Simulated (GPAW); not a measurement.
# C2HNO (cyanoformaldehyde), run twice

Aim: energy and one-electron properties of C2HNO (cyanoformaldehyde) at PBE/real-space grid (scalar-relativistic datasets).

Program for the calculation: GPAW 26.7.0.

4 further runs of the same task are left out: 2 that didn't finish, 2 set aside as unsound or not needed.

### Step 1. The system as given

C2HNO has 5 atoms, charge 0, and is taken as a singlet. As SMILES, `N#CC=O`. The shape is that of a GFN2-xTB optimisation.

Bond lengths: N1–C2 1.144 Å, C2–C3 1.447 Å, C3–O4 1.196 Å, C3–H5 1.109 Å. Angles: N1–C2–C3 177.8°, C2–C3–O4 125.5°, C2–C3–H5 111.4°, O4–C3–H5 123.1°.

### Step 2. Try one

Input file gs_sp.py:

```python
import numpy as np
from ase import Atoms
from ase.units import Debye
from gpaw import GPAW

# Atomic positions
atoms = Atoms(['N', 'C', 'C', 'O', 'H'],
    positions=[[  0.471230,  -1.140390,   1.577520],
               [  0.174820,  -0.502630,   0.674930],
               [ -0.150300,   0.328610,  -0.463740],
               [ -1.176190,   0.294260,  -1.077370],
               [  0.680440,   1.020150,  -0.711340]])
atoms.center(vacuum=4.5)

# Calculator
calc = GPAW(mode='fd',
            h=0.2,
            xc='PBE',
            maxiter=59,
            poissonsolver={'name': 'fft'},
            txt='-')
atoms.calc = calc

energy = atoms.get_potential_energy()
print(f'Energy = {energy:.5f} eV')
forces = atoms.get_forces()
print('Forces (eV/Ang)')
for symbol, f in zip(atoms.symbols, forces):
    print(f'{symbol:2} {f[0]:9.4f} {f[1]:9.4f} {f[2]:9.4f}')
dipole = atoms.get_dipole_moment() / Debye
print(f'Dipole = {np.linalg.norm(dipole):.3f} D')
homo, lumo = calc.get_homo_lumo()
print(f'HOMO                    {homo:.3f} eV')
print(f'LUMO                    {lumo:.3f} eV')
print(f'Gap: {lumo - homo:.3f} eV')
```

Command:

```bash
$ python gs_sp.py
```

The log of the run:

```text
__  _  _
 | _ |_)|_||  |
 |__||  | ||/\| - 26.7.0

units:  Angstrom and eV
cores:  1
OpenMP: False

Versions:
  Python: 3.12.14
  ASE:    3.29.0
  Numpy:  2.5.5
  Scipy:  1.18.1
  Libxc:  7.0.0

Input parameters:
  mode=FD(),
  h=0.2,
  maxiter=59,
  poissonsolver=PoissonSolver(name='fft'),
  xc=XC(name='PBE')
Traceback (most recent call last):
NotImplementedError

During handling of the above exception, another exception occurred:

AssertionError
```

Wall time 3 s (1 thread of AMD EPYC (Zen 3), shared host); peak memory 0.18 GiB.

### Step 3. Diagnosis

The input was rejected.

The telling line is `NotImplementedError`. What is wrong: the Poisson solver doesn't suit an isolated molecule.

### Step 4. The mended input

Input file run_sp.py:

```python
import numpy as np
from ase import Atoms
from ase.units import Debye
from gpaw import GPAW

# Geometry
system = Atoms(["N", "C", "C", "O", "H"],
    positions=[[  0.471230,  -1.140390,   1.577520],
               [  0.174820,  -0.502630,   0.674930],
               [ -0.150300,   0.328610,  -0.463740],
               [ -1.176190,   0.294260,  -1.077370],
               [  0.680440,   1.020150,  -0.711340]])
system.center(vacuum=4.5)

# GPAW settings
calculator = GPAW(mode="fd", h=0.2, xc="PBE", maxiter=100, txt="-")
system.calc = calculator

energy = system.get_potential_energy()
print(f"Energy                  {energy:.5f} eV")
forces = system.get_forces()
print("Forces (eV/Ang)")
for symbol, f in zip(system.symbols, forces):
    print(f'{symbol:2} {f[0]:9.4f} {f[1]:9.4f} {f[2]:9.4f}')
dipole = system.get_dipole_moment() / Debye
print(f"Dipole                  {np.linalg.norm(dipole):.3f} D")
homo, lumo = calculator.get_homo_lumo()
print(f"HOMO = {homo:.3f} eV")
print(f"LUMO: {lumo:.3f} eV")
print(f"Gap = {lumo - homo:.3f} eV")
```

Command:

```bash
$ python run_sp.py > run_sp.log
```

The log of the run:

```text
[...]
Number of symmetries: 1
[...]
  Number of IBZ points: 1
[...]
Spin-components: 1 (collinear spins)
Bands:           16
[...]
  Valence electrons: 20.0
[...]
  Grid points: [56 56 60]
  Charge: 0.0  # |e|
[...]
    cutoffs:
[...]
occupation numbers:
  # Zero width
[...]
xc functional:
  name: PBE with 2 nearest neighbor stencil
[...]
|iter     |     time |      energy | eigst |  dens |
[...]
|iter:   1| 00:00:08 |  -38.136613 | +1.26 |       |
[...]
|iter:  14| 00:01:00 |  -35.242035c| -7.41c| -5.94c|
Converged in 14 steps
[...]
Energy contributions relative to reference atoms: (reference = -5590.320199)
Energy contributions:
  Kinetic:          43.715345
  Coulomb:         -48.576608
  Zero:              1.392139
  External:          0.000000
  Xc:              -31.772912
  Entropy:           0.000000
  Spinorbit:         0.000000
  ----------------------------
  Free energy:     -35.242035
  Extrapolated:    -35.242035
dipole moment: (0.240514, 0.326916, -0.213525)  # |e|*Ang
Fermi level: -5.878
Eigenvalues  # (at kpt = [0.000, 0.000, 0.000])
| band index |      eig [eV] | occ [0-2] |
|------------|---------------|-----------|
|          0 |       -27.907 |     2.000 |
|        ... |               |           |
|          2 |       -18.536 |     2.000 |
|          3 |       -14.084 |     2.000 |
|          4 |       -12.273 |     2.000 |
|          5 |       -11.657 |     2.000 |
|          6 |        -9.751 |     2.000 |
|          7 |        -9.518 |     2.000 |
|          8 |        -9.471 |     2.000 |
|          9 |        -7.492 |     2.000 |
|         10 |        -4.264 |     0.000 |
|         11 |        -1.428 |     0.000 |
[...]
Gap: 3.228 eV
Transition (v -> c):
[...]
Forces (eV/Ang)
N     0.7104   -1.2040    1.9753
C    -0.7129    0.6928   -1.2459
C     1.1476    0.5527    0.0729
O    -1.1365   -0.2057   -0.5136
H     0.0917    0.1908   -0.1401
Dipole                  2.203 D
HOMO = -7.492 eV
LUMO: -4.264 eV
Gap = 3.228 eV
```

Wall time 62 s (1 thread of AMD EPYC (Zen 3), shared host); peak memory 0.52 GiB.

### Step 5. Results

At PBE/real-space grid (scalar-relativistic datasets):

```
                                              quantity        value
energy as printed (from the program's reference atoms)  -35.2420 eV
                                         dipole moment       2.20 D
                                           HOMO energy     -7.49 eV
                                           LUMO energy     -4.26 eV
                                         HOMO–LUMO gap      3.23 eV
```
